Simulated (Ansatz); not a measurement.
Species: ethylsilane, C₂H₈Si, net charge 0, singlet state. SMILES: [SiH3]CC
Geometry from a B3LYP-D3(BJ)/def2-TZVP (Ansatz, a program for electronic structure) optimisation:
```xyz
11

C     -1.6917     0.4200     0.0435
C     -0.5724    -0.5409    -0.3764
Si     1.1433     0.0254     0.1477
H     -2.6708     0.0585    -0.2775
H     -1.7251     0.5412     1.1284
H     -1.5481     1.4115    -0.3913
H     -0.7490    -1.5347     0.0460
H     -0.5732    -0.6705    -1.4630
H      1.4545     1.3480    -0.4505
H      1.2128     0.1596     1.6246
H      2.1783    -0.9447    -0.2874
```

HF/3-21G beside other levels, property by property. Conventions: UHF or UKS for open shells; no spin-orbit coupling; non-relativistic; atomisation electronic, to ground-state atoms; valence correlation only; 6-31G* and kin with 6d, 5d where marked; no dispersion term unless named. Basis-set limits of correlation are two-point, X^-3; Hartree-Fock from the larger set. [CCSD(T)-MP2]/basis is that difference in the basis named. Ab initio and DFT rows: single points at B3LYP-D3(BJ) geometries (Ansatz), with unscaled harmonic terms from B3LYP/6-31G* (Ansatz) at its own minima, enthalpies of formation by atomisation with measured atoms. Sets without +, aug- or the D of def2-TZVPD hold no diffuse functions, which anions need.

Coupled cluster (Ansatz) is a level with limits of its own, used here on species with T1 under 0.025 (0.045 for open shells) and stable references: (a) RI-MP2/CBS(aug-cc-pV(T+d)Z,aug-cc-pV(Q+d)Z)+[CCSD(T)-MP2]/aug-cc-pV(T+d)Z; (b) RI-MP2/CBS(cc-pV(T+d)Z,cc-pV(Q+d)Z)+[CCSD(T)-MP2]/cc-pV(T+d)Z; (c) CCSD(T)/CBS(aug-cc-pV(T+d)Z,aug-cc-pV(Q+d)Z).

```
property                                                                                  HF/3-21G (Ansatz)  HF/STO-3G (Ansatz)  HF/6-31G* (Ansatz)  wB97M-V/def2-TZVPD (Ansatz)            to compare with
----------------------------------------------------------------------------------------  -----------------  ------------------  ------------------  ---------------------------  -------------------------
deprotonation enthalpy (H-Si bond) at 298 K, to CC[SiH2-] + H+ (kcal/mol)                             377.5               497.1               388.3                        374.7  378.1 coupled cluster (c)
C-Si bond dissociation enthalpy at 298 K, to [SiH3] (SiH3) + [CH2]C (C2H5) (kcal/mol)                  56.6                88.8                58.3                         85.4   84.9 coupled cluster (a)
H-Si bond dissociation enthalpy at 298 K, to CC[SiH2] + H atom (kcal/mol)                              65.6               102.9                72.0                         93.0   92.6 coupled cluster (c)
deprotonation enthalpy (C-H bond) at 298 K, to C[CH-][SiH3] + H+ (kcal/mol)                           415.7               532.8               411.3                        389.6  392.6 coupled cluster (c)
atomisation energy (kcal/mol)                                                                         668.0               932.6               705.0                        920.3  919.9 coupled cluster (c)
enthalpy of formation at 298 K (kcal/mol)                                                             243.0               -21.6               206.1                         -9.3   -8.9 coupled cluster (c)
C-H bond dissociation enthalpy at 298 K, to [CH2]C[SiH3] + H atom (kcal/mol)                           74.7               103.0                74.7                         98.1   98.7 coupled cluster (c)
C-C bond dissociation enthalpy at 298 K, to [CH2][SiH3] (CH5Si) + [CH3] (CH3) (kcal/mol)               57.7                83.1                56.6                         87.0   86.6 coupled cluster (b)
```

As the rows show:
- deprotonation enthalpy (H-Si bond) at 298 K, to CC[SiH2-] + H+: HF/3-21G lies 0.6 kcal/mol below coupled cluster.
- C-Si bond dissociation enthalpy at 298 K, to [SiH3] (SiH3) + [CH2]C (C2H5): HF/3-21G lies 28.3 kcal/mol below coupled cluster.
- H-Si bond dissociation enthalpy at 298 K, to CC[SiH2] + H atom: HF/3-21G lies 27.0 kcal/mol below coupled cluster.
- deprotonation enthalpy (C-H bond) at 298 K, to C[CH-][SiH3] + H+: HF/3-21G lies 23.1 kcal/mol above coupled cluster.
- atomisation energy: HF/3-21G lies 251.9 kcal/mol below coupled cluster.
- enthalpy of formation at 298 K: HF/3-21G lies 251.9 kcal/mol above coupled cluster.
- C-H bond dissociation enthalpy at 298 K, to [CH2]C[SiH3] + H atom: HF/3-21G lies 24.0 kcal/mol below coupled cluster.
- C-C bond dissociation enthalpy at 298 K, to [CH2][SiH3] (CH5Si) + [CH3] (CH3): HF/3-21G lies 28.9 kcal/mol below coupled cluster.

The properties are those with a value to compare with, at most eight drawn at random. No case is left out for the size of its miss. Left out are saddle points of the reference geometry, anions that the best level run finds unbound, excited spin states, species near biochemistry, 298 K rows of species without real B3LYP wavenumbers, cases with under five habitual levels, runs that failed or that the program found above a lower state of the same kind, table entries that another table contradicts, and a share of species set aside by lot.
